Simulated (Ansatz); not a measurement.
**Molecular dynamics of FH3OSi**

Input file:

```yaml
crystal:
  periodic: [false, false, false]
  atoms:
    - { symbol: Si, position_ang: [-0.034335, -0.019116, -0.05162] }
    - { symbol: F, position_ang: [0.038585, -0.052202, 1.566621] }
    - { symbol: O, position_ang: [1.510609, -0.059033, -0.648401] }
    - { symbol: H, position_ang: [2.054035, -0.807874, -0.473058] }
    - { symbol: H, position_ang: [-0.64084, 1.223806, -0.349282] }
    - { symbol: H, position_ang: [-0.765288, -1.267928, -0.427056] }
basis:
  gaussian: { orbitals: def2-SVP }
hamiltonian:
  xc: r2scanh
  dispersion: d4
md:
  timestep: 0.5
  n_steps: 150
  ensemble: nve
  temperature: 50.0
  initial_velocities: maxwell_boltzmann
  seed: 795130
```

Command:

```bash
$ ansatz run input.yaml --threads 1 --pin off --max-ram 2048MiB --backend cpu --events-out ev --progress --plain --runs-dir out
```

It goes on from the last frame of an earlier run, with new velocities.

Output, in part (one step line in 6, the closing report, with atoms numbered from 0):

```
md step     0: t =     0.00 fs  T =    50.0 K  F+E_penalty+E_count = -12683.39315098 eV  E_kin = 0.025852 eV  conserved = -12683.36729898 eV  (22 SCF iters)
md step     6: t =     3.00 fs  T =   133.2 K  F+E_penalty+E_count = -12683.43672012 eV  E_kin = 0.068868 eV  conserved = -12683.36785224 eV  (24 SCF iters)
md step    12: t =     6.00 fs  T =    93.5 K  F+E_penalty+E_count = -12683.41612707 eV  E_kin = 0.048364 eV  conserved = -12683.36776307 eV  (23 SCF iters)
md step    18: t =     9.00 fs  T =   133.0 K  F+E_penalty+E_count = -12683.43657051 eV  E_kin = 0.068767 eV  conserved = -12683.36780399 eV  (24 SCF iters)
md step    24: t =    12.00 fs  T =   116.0 K  F+E_penalty+E_count = -12683.42762218 eV  E_kin = 0.059983 eV  conserved = -12683.36763933 eV  (24 SCF iters)
md step    30: t =    15.00 fs  T =    89.0 K  F+E_penalty+E_count = -12683.41373422 eV  E_kin = 0.046027 eV  conserved = -12683.36770694 eV  (25 SCF iters)
md step    36: t =    18.00 fs  T =   147.2 K  F+E_penalty+E_count = -12683.44417761 eV  E_kin = 0.076105 eV  conserved = -12683.36807272 eV  (24 SCF iters)
md step    42: t =    21.00 fs  T =    70.4 K  F+E_penalty+E_count = -12683.40374717 eV  E_kin = 0.036411 eV  conserved = -12683.36733579 eV  (21 SCF iters)
md step    48: t =    24.00 fs  T =   156.2 K  F+E_penalty+E_count = -12683.44861709 eV  E_kin = 0.080775 eV  conserved = -12683.36784185 eV  (22 SCF iters)
md step    54: t =    27.00 fs  T =   127.6 K  F+E_penalty+E_count = -12683.43387969 eV  E_kin = 0.065983 eV  conserved = -12683.36789694 eV  (23 SCF iters)
md step    60: t =    30.00 fs  T =   102.8 K  F+E_penalty+E_count = -12683.42084213 eV  E_kin = 0.053163 eV  conserved = -12683.36767879 eV  (23 SCF iters)
md step    66: t =    33.00 fs  T =    98.8 K  F+E_penalty+E_count = -12683.41862802 eV  E_kin = 0.051062 eV  conserved = -12683.36756562 eV  (23 SCF iters)
md step    72: t =    36.00 fs  T =    73.7 K  F+E_penalty+E_count = -12683.40570428 eV  E_kin = 0.038097 eV  conserved = -12683.36760735 eV  (22 SCF iters)
md step    78: t =    39.00 fs  T =   173.1 K  F+E_penalty+E_count = -12683.45756298 eV  E_kin = 0.089482 eV  conserved = -12683.36808117 eV  (22 SCF iters)
md step    84: t =    42.00 fs  T =   101.8 K  F+E_penalty+E_count = -12683.41998920 eV  E_kin = 0.052634 eV  conserved = -12683.36735545 eV  (24 SCF iters)
md step    90: t =    45.00 fs  T =   144.4 K  F+E_penalty+E_count = -12683.44246894 eV  E_kin = 0.074649 eV  conserved = -12683.36781958 eV  (25 SCF iters)
md step    96: t =    48.00 fs  T =   111.8 K  F+E_penalty+E_count = -12683.42572561 eV  E_kin = 0.057820 eV  conserved = -12683.36790517 eV  (23 SCF iters)
md step   102: t =    51.00 fs  T =    61.6 K  F+E_penalty+E_count = -12683.39939264 eV  E_kin = 0.031871 eV  conserved = -12683.36752213 eV  (23 SCF iters)
md step   108: t =    54.00 fs  T =   136.1 K  F+E_penalty+E_count = -12683.43813555 eV  E_kin = 0.070343 eV  conserved = -12683.36779206 eV  (23 SCF iters)
md step   114: t =    57.00 fs  T =   101.8 K  F+E_penalty+E_count = -12683.42027863 eV  E_kin = 0.052644 eV  conserved = -12683.36763461 eV  (25 SCF iters)
md step   120: t =    60.00 fs  T =   182.7 K  F+E_penalty+E_count = -12683.46263142 eV  E_kin = 0.094481 eV  conserved = -12683.36815063 eV  (23 SCF iters)
md step   126: t =    63.00 fs  T =    84.3 K  F+E_penalty+E_count = -12683.41099966 eV  E_kin = 0.043572 eV  conserved = -12683.36742754 eV  (22 SCF iters)
md step   132: t =    66.00 fs  T =    68.9 K  F+E_penalty+E_count = -12683.40327406 eV  E_kin = 0.035632 eV  conserved = -12683.36764164 eV  (24 SCF iters)
md step   138: t =    69.00 fs  T =   110.8 K  F+E_penalty+E_count = -12683.42540719 eV  E_kin = 0.057285 eV  conserved = -12683.36812183 eV  (24 SCF iters)
md step   144: t =    72.00 fs  T =    57.5 K  F+E_penalty+E_count = -12683.39711617 eV  E_kin = 0.029755 eV  conserved = -12683.36736167 eV  (20 SCF iters)
md step   150: t =    75.00 fs  T =   173.2 K  F+E_penalty+E_count = -12683.45734153 eV  E_kin = 0.089527 eV  conserved = -12683.36781465 eV  (22 SCF iters)
Total energy: -12683.45734850 eV, -466.1084604011 hartree
Atom 0 at    -0.013236    -0.022903    -0.036417 Å, force     0.305394    -0.329404    -0.069345 eV/Å
Atom 1 at     0.005567    -0.051371     1.584239 Å, force     0.145124     0.133352    -0.022258 eV/Å
Atom 2 at     1.514143    -0.054373    -0.677840 Å, force    -1.073640     1.146502     0.170107 eV/Å
Atom 3 at     2.041216    -0.832749    -0.680884 Å, force     0.553590    -1.008873     0.077545 eV/Å
Atom 4 at    -0.632613     1.246552    -0.472865 Å, force     0.052828    -0.054341    -0.003416 eV/Å
Atom 5 at    -0.782334    -1.249926    -0.384032 Å, force     0.016703     0.112764    -0.152633 eV/Å
Dipole moment:     0.080455    -0.253856    -0.237556 e Å
```

The run went to its last step. The conserved energy stayed within 0.16 meV per atom of its start (net change -0.086 meV per atom), so the integration is sound. The kinetic energy rose, since the run started high on the potential surface and went downhill. A run of 0.075 ps of so small a system gives no equilibrium averages.

The same pairs are bonded in the first frame and the last. Pairs count as bonded within 1.25 times the sum of covalent radii (0.12 Å more for H–H).

Last frame:

```xyz
6
Properties=species:S:1:pos:R:3
Si -0.013 -0.023 -0.036
F 0.006 -0.051 1.584
O 1.514 -0.054 -0.678
H 2.041 -0.833 -0.681
H -0.633 1.247 -0.473
H -0.782 -1.250 -0.384
```

Time of the run: 4.5 min on 1 thread of Arm Neoverse V2, on a shared host, peak memory 0.12 GiB.
